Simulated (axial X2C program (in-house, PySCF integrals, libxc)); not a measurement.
AlO⁻: from the spin-free to the two-component result

Calculated with an in-house all-electron X2C program for linear molecules (integrals from PySCF). Spin-free means the one-electron spin-free X2C Hamiltonian; two-component (2c) means X2C with spin–orbit coupling and atomic mean-field two-electron Coulomb and Gaunt terms, so the difference of the two also holds small scalar two-electron terms. Basis: Al dyall-av3z [9s9p3d2f], O dyall-av3z [7s6p3d2f] (cores contracted in-house); Gaussian nuclei, density fitting, unrestricted open shells. Masses: Al 26.982 u, O 15.995 u.

Spin-free state: M_S = 0, Λ = 0 (closed shell); fragments Al + O- for PBE0, MP2, CCSD, CCSD(T), BHandHLYP; Al- + O for HF.

```
    level  Re (Å)  ωe (cm⁻¹)  De (eV)  μ (D)
     PBE0   1.644      976.9    6.028  -1.27
       HF   1.615     1071.4      n/a  -1.53
      MP2   1.673      908.4    6.739    n/a
     CCSD   1.649      978.3    6.052    n/a
  CCSD(T)   1.661      940.8    6.273    n/a
BHandHLYP   1.628     1021.0    5.687  -1.59
```

Correlated methods: 10 electrons correlated (number of frozen shells: Al 2 s, 1 p; O 1 s), 200 virtual spin orbitals or spinors in MP2, 88 natural virtuals in coupled cluster.

Dipoles are positive if O is the positive end and refer to the centre of mass.

Two-component determinant lowest at the distance of the search:

Ω = 0 (closed shell); fragments Al + O- for PBE0, MP2, CCSD, CCSD(T), BHandHLYP; Al- + O for HF.

| level | Re (Å) | ωe (cm⁻¹) | De (eV) | μ (D) |
| --- | --- | --- | --- | --- |
| PBE0 | 1.645 | 977.0 | 6.028 | -1.27 |
| HF | 1.615 | 1071.5 | n/a | -1.53 |
| MP2 | 1.673 | 908.5 | 6.735 | n/a |
| CCSD | 1.649 | 978.5 | 6.040 | n/a |
| CCSD(T) | 1.661 | 940.9 | 6.264 | n/a |
| BHandHLYP | 1.628 | 1021.1 | 5.679 | -1.59 |

**Question.** From the two tables, how do the constants change at the CCSD(T) level (2c against spin-free)?

**Answer.** At the CCSD(T) level Re is unchanged within 0.001 Å and ωe stays the same within 0.2 cm⁻¹; De changes by -0.009 eV.

Occupations by symmetry block were frozen at the best pattern of an incomplete PBE0 search. The closed shell is kept restricted, so the energy runs too high when the bond is stretched far. De is counted from the lowest determinant-based energies of the atoms at the same level, without counterpoise correction. De is not given where an atomic determinant may have missed its ground term or J level, or where the truncated virtual space spoils (T). CCSD and (T) use frozen natural virtuals with an MP2 correction for the truncation; (T) itself is uncorrected, so its De runs slightly low. In 2c an atomic determinant is not the ground J level, so De misses part of the atomic spin–orbit lowering. This holds for PBE0, BHandHLYP. Without a current term, density functionals place determinants with orbital angular momentum somewhat too high. The T1 diagnostic is large, a sign of multireference character.
